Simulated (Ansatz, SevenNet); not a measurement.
## How well does each level of theory give the elastic constant C12 of fcc Cu?

Reference value: 125 GPa (measured, 0 K, extrapolated to 0 K; zero-point effects included; as tabulated in Malica and Corso (2021), arXiv:2109.00459).

**Question.** Which of these levels comes closest to the reference?
A) LDA (Ansatz (a quantum-chemistry and plane-wave program))
B) HSE06 (Ansatz)
C) SevenNet-l3i5 (SevenNet)
D) PBE (Ansatz)

**Answer.** D, PBE (Ansatz)

| level (code) | value (GPa) | cell (Å³/atom) | difference (%) |
|---|---|---|---|
| SevenNet-l3i5 (SevenNet) | 141 | 11.79 | +12.8 |
| LDA (Ansatz) | 166 | 10.89 | +33 |
| PBE (Ansatz) | 123 | 11.95 | -1.6 |
| HSE06 (Ansatz) | 112 | 11.98 | -10.4 |

Closest of these to the reference: PBE (-1.6 %). LDA (+33 %) misses by most. Within 20 %: SevenNet-l3i5, PBE, HSE06. Of the first-principles levels, DFT without exact exchange (PBE) would do here.

The measured value isn't corrected to a static lattice, so vibrations enter the comparison.  HSE06: hybrids on metals are sensitive to the k mesh. Each level is taken at its own relaxed cell. K meshes differ between the levels. Ansatz's density-functional and Hartree–Fock values are scalar-relativistic unless marked +SOC, with PAW data made under PBE.

Machine-learned potentials (SevenNet-l3i5) are trained on DFT data, which may include these solids.

Differences are worked out from the printed values.
